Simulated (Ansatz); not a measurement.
Relaxation of C₂H₃NO₂ (8 atoms, charge 0, multiplicity 1), to a largest force component of 0.02 eV/Å in at most 50 steps.

All numbers below come from RKS PBE/def2-SVP in Ansatz 0.2.0.

```xyz
8
Properties=species:S:1:pos:R:3:forces:R:3
O -0.520 1.370 0.313 -1.04 1.66 -0.61
C 0.107 0.179 0.188 2.15 1.87 -2.49
O 1.490 0.180 0.207 0.71 0.57 0.80
C -0.529 -1.023 0.294 -1.81 -2.53 3.09
N -0.448 -0.703 -0.911 -0.24 -0.24 -1.77
H -0.959 1.640 -0.565 0.95 -0.60 1.38
H 1.870 -0.030 -0.668 -0.39 0.13 -0.06
H -0.920 -1.670 1.086 -0.33 -0.86 -0.34
```

**Question.** Where does it end, and by what steps?

**Answer.** The forces met the threshold. After 22 steps the energy has fallen by 0.656 eV; H6 moved furthest, 0.75 Å.

| step | energy less start (eV) | largest force component (eV/Å) | accepted |
| --- | --- | --- | --- |
| 0 | 0.0000 | 3.089 | yes |
| 1 | -0.3652 | 1.642 | yes |
| 2 | -0.4735 | 0.442 | yes |
| 3 | -0.4487 | 1.198 | no |
| 4 | -0.5085 | 0.177 | yes |
| 5 | -0.5198 | 0.234 | yes |
| 6 | -0.5319 | 0.160 | yes |
| 7 | -0.5160 | 1.312 | no |
| 8 | -0.5461 | 0.088 | yes |
| 9 | -0.5552 | 0.153 | yes |
| 10 | -0.5565 | 0.077 | yes |
| 11 | -0.5666 | 0.231 | yes |
| 12 | -0.5860 | 0.241 | yes |
| 13 | -0.6001 | 0.401 | yes |
| 14 | -0.5988 | 1.235 | no |
| 15 | -0.6182 | 0.238 | yes |
| 16 | -0.6349 | 0.259 | yes |
| 17 | -0.6472 | 0.216 | yes |
| 18 | -0.5726 | 0.865 | no |
| 19 | -0.6550 | 0.168 | yes |
| 20 | -0.6560 | 0.142 | yes |
| 21 | -0.6561 | 0.118 | yes |
| 22 | -0.6562 | 0.015 | yes |

```xyz
8
Properties=species:S:1:pos:R:3
O -0.792 1.313 0.170
C -0.023 0.190 0.018
O 1.325 0.530 -0.039
C -0.528 -1.096 0.414
N -0.500 -0.934 -0.863
H -0.351 2.016 -0.348
H 1.787 -0.179 -0.524
H -0.826 -1.897 1.117
```

Whether the end is a true minimum wasn't checked by a vibrational analysis.

The run took 50 s on 2 threads of Arm Neoverse N1, with other jobs on the host, peak memory 0.15 GiB.
